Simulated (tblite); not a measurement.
Run record: molecular-dynamics run, methyl(trifluoromethyl) sulfide, `CSC(F)(F)F`.

Computed with GFN2-xTB (tblite), gas phase: Langevin dynamics at 300 K from the optimised GFN2-xTB geometry, time step 0.5 fs, friction 0.01 fs⁻¹, 2000 steps. The input is one job of a driver script: a line of settings, then coordinates in Å. «temperature» is in K, «steps» counts time steps and «every» is the stride of the printed frames; «frames» go on to single points.

Command:
```bash
OMP_NUM_THREADS=1 python probes_run.py task.json out
```

Input:
```
{"job": {"kind": "md", "xc": "GFN2-xTB", "basis": "xTB", "temperature": 300, "steps": 2000, "every": 50, "frames": 5}, "charge": 0, "multiplicity": 1}
C     -1.311739    -0.028634    -0.408435
S     -0.008256     1.226460    -0.236264
C      1.257194     0.117413     0.457684
F      1.548123    -0.886893    -0.375743
F      2.380100     0.775741     0.707105
F      0.850181    -0.445668     1.600098
H     -2.169296     0.487801    -0.825645
H     -0.976605    -0.808025    -1.086497
H     -1.556140    -0.432202     0.569757
```

Output:
```
t/fs     T/K      E/eV
    0.0   279.1   -632.56964
   25.0   212.6   -632.34629
   50.0   269.1   -632.40962
   75.0   207.1   -632.26715
  100.0   253.9   -632.39280
  125.0   217.7   -632.32570
  150.0   222.6   -632.34719
  175.0   326.9   -632.40946
  200.0   198.9   -632.33474
  225.0   268.6   -632.33490
  250.0   207.5   -632.36380
  275.0   180.5   -632.39684
  300.0   237.6   -632.37415
  325.0   236.1   -632.40389
  350.0   119.1   -632.32588
  375.0   156.4   -632.47948
  400.0   110.9   -632.37417
  425.0   221.3   -632.40002
  450.0   247.2   -632.42159
  475.0   135.5   -632.30113
  500.0   215.8   -632.27496
  525.0   334.8   -632.20917
  550.0   284.3   -632.07888
  575.0   303.6   -632.19343
  600.0   365.6   -632.33301
  625.0   284.1   -632.33097
  650.0   176.6   -632.30146
  675.0   148.2   -632.38417
  700.0   219.6   -632.37596
  725.0   196.8   -632.30084
  750.0   261.8   -632.37548
  775.0   385.2   -632.38106
  800.0   200.5   -632.17603
  825.0   336.8   -632.33976
  850.0   276.6   -632.22351
  875.0   304.3   -632.37373
  900.0   250.0   -632.29698
  925.0   174.7   -632.32634
  950.0   210.7   -632.34222
  975.0   137.7   -632.14193
 1000.0   239.6   -632.40434
```

E is the potential energy; T comes from the kinetic energy over all 3N coordinates.

Problem. Sum up the printed frames.

Solution. 41 frames over 1000 fs. T runs from 111 K (400 fs) to 385 K (775 fs), with a mean of 235 K over all frames and 253 K from 500 fs on. E starts at -632.570 eV, peaks 0.491 eV above that at 550 fs, and averages 0.276 eV above it from 500 fs on.

Problem. Give the last frame.

Solution. 0.14 Å rms from the start after alignment:
```
atom  x, y, z in Å
C1     -1.823    0.089    0.635
S2     -0.474    1.222    1.116
C3      0.892    0.411    0.327
F4      0.864    0.566   -0.989
F5      2.053    0.798    0.737
F6      0.855   -0.918    0.493
H7     -2.671    0.434    1.137
H8     -2.056    0.138   -0.448
H9     -1.556   -0.951    0.832
```

Problem. How long does this job take on one thread, Intel Xeon Platinum 8488C (x86_64), shared host? And the peak memory of the process?

Solution. About 11 s, with 0.19 GiB resident at the peak, the Python interpreter and its libraries included.
